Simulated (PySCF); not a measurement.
Consider `C=COC` (C3H6O). Non-hydrogen atoms are numbered in `[CH2:1]=[CH:2][O:3][CH3:4]`.

These are calculated values, ωB97X-D3(BJ)/def2-TZVP in PySCF (grid level 2) at geometries from PBE0-D3(BJ)/def2-SVP. ωB97X-D3(BJ) is ωB97X-V with D3(BJ) in place of VV10. Zero-point and thermal terms (298.15 K, 1 bar) come from unscaled PBE0-D3(BJ)/def2-SVP harmonic frequencies, with soft modes damped to free rotors in the entropy.

**Question.** Rank these of its sites by proton affinity, highest first.
A. C1 (alkene carbon)
B. O3 (ether oxygen)

**Answer.** A (865 kJ/mol), B (761 kJ/mol).

**Question.** For C1 (alkene carbon), what are ΔE (electronic) and ΔG(298 K) of removing the proton again?

**Answer.** ΔE = 890 and ΔG = 838 kJ/mol, beside ΔH = 865 kJ/mol. The protonated species is `C/C=[O+]\C`.

**Question.** Of those listed, which site of protonation is favoured in 1,4-dioxane (IEF-PCM), and by how much?

**Answer.** C1 (alkene carbon), by 98 kJ/mol over O3 (ether oxygen); the gas phase favours the same one.
